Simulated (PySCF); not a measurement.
## Which determinant of SiF⁺ lies lowest?

Unrestricted PBE0; basis Si def2-TZVP, F def2-TZVP; no relativity; PySCF 2.14. Outer shells of the fragments: Si+ 3s2 3p1; F 2s2 2p5.

Followed along the bond (rough minima from three points):

```json
{"2Ms+1": "1", "unpaired": "none", "⟨S²⟩ at the start": "0.00", "R at minimum (Å)": "1.54", "Te (eV)": "0.00"}
{"2Ms+1": "3", "unpaired": "σ ↑, π ↑", "⟨S²⟩ at the start": "2.01", "R at minimum (Å)": "1.56", "Te (eV)": "4.46"}
```

Solutions found at the starting distance of 1.830 Å, counted from the lowest of them; the search is not exhaustive and high or unbound solutions are not listed, so other states can lie among these:

```
2Ms+1  unpaired   term  E (eV)  ⟨S²⟩  ⟨Lz²⟩  μ (D)
    1      none    ¹Σ⁺    0.00  0.00   0.00  -5.25
    3  σ ↑, π ↑     ³Π    4.15  2.01   1.00  -4.74
    1  σ ↑, π ↓  mixed    4.90  1.03   1.01  -4.05
    3      π ↑↑  mixed    5.82  2.01   2.02  -0.75
    3      π ↑↑  mixed    5.97  2.01   2.01  -0.72
    3      σ ↑↑    ³Σ⁺    6.84  2.00   0.00  -4.00
```

A term symbol is given only where ⟨S²⟩ and ⟨Lz²⟩ are close to those of a pure state; real π, δ and φ orbitals otherwise mix terms. A positive dipole points towards F; it is taken about the centre of mass and depends on that origin.

Problem. Compare the gap between the two lowest followed solutions at the starting distance with the gap between their minima.

Solution. At PBE0 the second solution (triplet, unpaired electrons σ ↑, π ↑) lies +4.15 eV from the first (singlet, closed shell) at 1.830 Å and +4.46 eV at the minima; the two curves relax by different amounts, since their minima lie near 1.56 and 1.54 Å.

Counting both spins, an empty level lies below a filled one in some of these solutions, because spin and occupation are held.
